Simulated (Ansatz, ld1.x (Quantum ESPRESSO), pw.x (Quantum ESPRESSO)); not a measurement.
**pw.x on bcc P: one setting changed**

Potential: norm-conserving Troullier–Martins (Kleinman–Bylander form), ld1.x (Quantum ESPRESSO) 7.5, PBEsol; core [Ne], reference 3s2 3p3; waves: 3p (bound): rc 1.25 bohr; 3d channel at -0.1 Ry: rc 1.60 bohr; 3s (bound): rc 1.70 bohr; local part: the s channel; core correction: Bessel-smoothed model core inside 0.75 bohr.

The reference run (k-mesh 15³, cutoffs 135/540 Ry, Fermi–Dirac 0.01 Ry, mixing_beta 0.4, conv_thr 1e-9, no spin) gives -1.38 GPa at 13.798 Å³/atom, where all-electron LAPW gives -1.04 GPa. This run, with its own iteration cap, changes smearing to mv.

```
&control
  calculation='scf', prefix='x', pseudo_dir='./', outdir='./tmp', tstress=.true., disk_io='none'
/
&system
  ibrav=0, nat=1, ntyp=1, ecutwfc=135, ecutrho=540, nbnd=9,
  occupations='smearing', smearing='mv', degauss=0.01
/
&electrons
  conv_thr=1e-09, mixing_beta=0.4, electron_maxstep=60
/
ATOMIC_SPECIES
P 1.0 P.UPF
CELL_PARAMETERS angstrom
  -1.51095681 1.51095681 1.51095681
  1.51095681 -1.51095681 1.51095681
  1.51095681 1.51095681 -1.51095681
ATOMIC_POSITIONS crystal
P 0.0000 0.0000 0.0000
K_POINTS automatic
15 15 15 0 0 0
```

```bash
pw.x < P.scf.in > P.scf.out
```

Task: How does the run end?

Result: It converges in 6 iterations; the free energy moves by +14.7 meV/atom and the pressure by -0.33 GPa. This scheme is built to cancel the term in the square of the width that Fermi–Dirac smearing leaves in the F of a metal.

```
Message from routine setup:
     using ibrav=0 with symmetry is DISCOURAGED, use correct ibrav instead
     lattice parameter (alat)  =       4.9455  a.u.
     unit-cell volume          =      93.1135 (a.u.)^3
     number of electrons       =         5.00
     number of Kohn-Sham states=            9
     kinetic-energy cutoff     =     135.0000  Ry
     charge density cutoff     =     540.0000  Ry
     scf convergence threshold =      1.0E-09
     Exchange-correlation= PBESOL
     number of k points=   120  Marzari-Vanderbilt smearing, width (Ry)=  0.0100
     iteration #  1     ecut=   135.00 Ry     beta= 0.40
     total energy              =     -31.08855892 Ry
     estimated scf accuracy    <       0.00248814 Ry
     iteration #  2     ecut=   135.00 Ry     beta= 0.40
     total energy              =     -31.08837403 Ry
     estimated scf accuracy    <       0.00069252 Ry
     iteration #  3     ecut=   135.00 Ry     beta= 0.40
     total energy              =     -31.08843167 Ry
     estimated scf accuracy    <       0.00001169 Ry
     iteration #  4     ecut=   135.00 Ry     beta= 0.40
     total energy              =     -31.08843452 Ry
     estimated scf accuracy    <       0.00000005 Ry
     iteration #  5     ecut=   135.00 Ry     beta= 0.40
     total energy              =     -31.08843454 Ry
     estimated scf accuracy    <       0.00000001 Ry
     iteration #  6     ecut=   135.00 Ry     beta= 0.40
     the Fermi energy is    11.7507 ev
!    total energy              =     -31.08843455 Ry
     estimated scf accuracy    <          1.3E-11 Ry
     smearing contrib. (-TS)   =      -0.00006919 Ry
     The total energy is F=E-TS. E is the sum of the following terms:
     one-electron contribution =       6.27866585 Ry
     hartree contribution      =       0.18761917 Ry
     xc contribution           =     -21.62269757 Ry
     ewald contribution        =     -15.93195280 Ry
     convergence has been achieved in   6 iterations
          total   stress  (Ry/bohr**3)                   (kbar)     P=      -17.14
     Message from routine punch:
     Nothing written, as per user request (disk_io='none')
```

The run took about 24 s on one core of a shared host (Neoverse-V2, 32 threads, 247 GiB, load 10).
